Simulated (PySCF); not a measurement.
propyne (C₃H₄), SMILES C#CC. The structure is a stationary point at PBE-D3(BJ)/def2-TZVP.

Task: Give the equilibrium geometry at PBE-D3(BJ)/def2-TZVP (PySCF confirms it by a frequency run) as bond lengths and angles, and its point group. (The exact figures need the calculation; the answer reports its results.)

Result: point group C3v.
Atoms: C1 C2 C3 H4 H5 H6 H7. Bond lengths (Å): C1–C2 1.453, C1–H4 1.100, C1–H5 1.100, C1–H6 1.100, C2–C3 1.211, C3–H7 1.070. Bond angles (°): C2–C1–H4 111.1, C2–C1–H5 111.1, C2–C1–H6 111.1, H4–C1–H5 107.8, H4–C1–H6 107.8, H5–C1–H6 107.8, C1–C2–C3 180.0, C2–C3–H7 180.0.
Charge 0, spin multiplicity 1.
